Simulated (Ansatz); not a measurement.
Diamond, treated with PBE-D4 (Ansatz, a program for electronic structure, plane waves, PAW).

Run with plane-wave cutoff 520 eV, 16×16×16 k mesh, Fermi–Dirac smearing 0.01 eV, scalar-relativistic PAW data made under PBE.

Pressure at four volumes; x = ln(V/5.626 Å³). One pressure is withheld.

```json
[
 {"V (Å³/atom)": "5.289", "x": "-0.0618", "P (GPa)": "30.80"},
 {"V (Å³/atom)": "5.626", "x": "0.0000", "P (GPa)": "0.05"},
 {"V (Å³/atom)": "5.851", "x": "0.0392", "P (GPa)": "-16.13"},
 {"V (Å³/atom)": "5.964", "x": "0.0583", "P (GPa)": "?"}
]
```

Question: Pass a parabola P(x) through the three rows shown, estimate the bulk modulus and its pressure derivative near zero pressure, and predict the withheld pressure.

Answer: Slopes between the rows: (0.05 − (30.80))/(0.0000 − (-0.0618)) = -497.57 and (-16.13 − (0.05))/(0.0392 − (0.0000)) = -412.76 GPa. Their difference over the span 0.1010 is c = 84.81/0.1010 = 839.7 GPa, so P(x) = 30.80 + (-497.57)(x − (-0.0618)) + 839.7 (x − (-0.0618))(x − (0.0000)). At the middle row B = −dP/dx = −[-497.57 + 839.7 × 0.0618] = 445.7 GPa, and B′ = dB/dP = 2c/B = 3.8. At x = 0.0583 the parabola gives -23.08 GPa; the run gives -23.16 GPa. The Birch–Murnaghan fit to the energies at all volumes has B0 = 443 GPa and B′ = 3.7.

Measured, for comparison: bulk modulus 455 GPa (0 K value with the zero-point phonon effect removed; as tabulated in Mejia-Rodriguez and Trickey (2018), arXiv:1807.09216). Computed (rounded) less measured: bulk modulus -3 %.
